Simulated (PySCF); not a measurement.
Working out the ionisation energy of Al

Al [Ne] 3s2 3p1 (2P) → Al⁺ [Ne] 3s2 (1S). Computed with PySCF 2.14 in pcseg-2, with no relativity, point nucleus. Frozen: [Ne]. Energies in hartree (1 hartree = 27.21139 eV):

```tsv
part	Al (lower)	Al⁺ (upper)
UHF	-241.869341	-241.665111
CCSD correlation	-0.044670	-0.038900
(T)	-0.000690	0.000000
```

Q: What does Hartree-Fock give?

A: (-241.665111) − (-241.869341) = 0.204230 hartree = 5.557 eV.

Q: What do CCSD and CCSD(T) give?

A: The CCSD correlation energies differ by 0.005770 hartree = 0.157 eV and the triples by 0.000690 hartree = 0.019 eV, so CCSD gives 5.714 eV and CCSD(T) 5.733 eV.

Measured between the centres of the two terms (NIST): 5.977 eV, so CCSD(T) (valence) is off by -0.244 eV.

What remains against the reference includes basis incompleteness, the frozen core and higher excitations.
